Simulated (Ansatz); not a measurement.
**NH2O+ (triplet): from Hartree-Fock to the top rungs, def2-TZVPP**

One table from this session's results is given with a row withheld; the runs are named, their logs left out.

Method: def2-TZVPP, core rule «outside noble gas», up to 2 orbitals frozen; program: Ansatz 0.2.0, Gaussian basis.

Plan: UHF; ROHF; CCSD(T) on UHF.

2 further runs of the same task are left out: 2 set aside as unsound or not needed.

### The system

The geometry is a PBE0/def2-TZVP stationary point (not a proven minimum) of the parent state, kept for this charge and spin.

4 atoms, charge 1, spin multiplicity 3.

Atoms are counted from 1 here; the program's logs count them from 0.

Bond lengths: N1–O2 1.354 Å, N1–H3 1.026 Å, O2–H4 0.964 Å. Angles: O2–N1–H3 101.2°, N1–O2–H4 104.4°.

The first run:

in.yaml

```yaml
crystal:
  periodic: [false, false, false]
  atoms:
    - {symbol: N, position_ang: [0.000000, -0.176115, 0.698274]}
    - {symbol: O, position_ang: [0.000000, 0.150778, -0.615224]}
    - {symbol: H, position_ang: [0.000000, 0.752120, 1.135262]}
    - {symbol: H, position_ang: [0.000000, -0.698120, -1.073059]}
basis:
  gaussian: {orbitals: def2-TZVPP}
total_charge: 1
magnetization: {spin_polarized: true, initial_magnetization: 2}
hamiltonian: {xc: hf}
output: {orbitals: {seedname: orbitals}}
```

The run is started by

```
$ ansatz run in.yaml --threads 1 --pin off --events-out ev --progress --plain --max-ram 3968MiB --backend cpu
```

Steps of the session up to this table: UHF; ROHF; CCSD(T) on UHF.

One table of the session follows, with a row left open; its other results are not shown here.

It belongs to the step «Misses and costs». 

| method | from UCCSD(T) (meV) |
| --- | --- |
| ROHF | ? |
| UHF | +11396.9 |
| UMP2 | +996.3 |
| UCCSD | +444.7 |
| UCCSD(T) | 0 |

Q: Estimate the row for ROHF from the others.

**Answer.** from UCCSD(T) (meV): +11642.8. In the column «from UCCSD(T) (meV)» it is the highest.
